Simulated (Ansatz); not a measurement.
Born–Oppenheimer molecular dynamics of BH6NO (9 atoms, charge 0, multiplicity 1). It starts at the highest image of a converged band, a first-order saddle point between two minima.

Theory: RKS PBE0/6-31G* (Ansatz 0.2.0).

```
ensemble                      : NVE (velocity Verlet)
time step                     : 0.5 fs
steps asked                   : 200
starting velocities drawn for : 100 K
seed                          : 6242
```

First frame:

```xyz
9
Properties=species:S:1:pos:R:3
B -0.039 0.213 0.250
N -0.006 0.059 1.807
H -0.739 -0.495 2.235
H 0.888 -0.184 2.219
H 1.015 0.003 -0.290
H -1.032 -0.260 -0.252
O -0.233 1.819 0.407
H -1.132 2.065 0.146
H -0.232 1.379 1.487
```

Q: How far do the bonds stretch over the last three quarters of this one trajectory? (Pairs bonded in most of those frames.)

A: 
```tsv
bond	mean (Å)	spread (Å)	shortest	longest
B1–H5	1.212	0.019	1.18	1.24
B1–H6	1.218	0.015	1.18	1.25
B1–O7	1.402	0.054	1.33	1.52
N2–H3	1.018	0.022	0.98	1.06
N2–H4	1.019	0.018	0.98	1.05
N2–H9	1.021	0.034	0.97	1.08
O7–H8	0.965	0.012	0.94	0.98
```

Mean temperature of the second half: 459 K. The conserved energy stayed within 0.16 meV per atom of its start (net change -0.092 meV per atom), so the integration is sound. The kinetic energy rose, since the run started high on the potential surface and went downhill. It ends in pieces (BH3O + H3N), so much of that is their flight and rotation, not heat. A run of 0.1 ps of so small a system gives no equilibrium averages. The orbitals stay closed-shell, which can raise the energy where a bond breaks towards radicals; this wasn't checked here.

Time of the run: 5.4 min on 1 thread of Arm Neoverse V1, with other jobs on the host, peak memory 0.1 GiB.
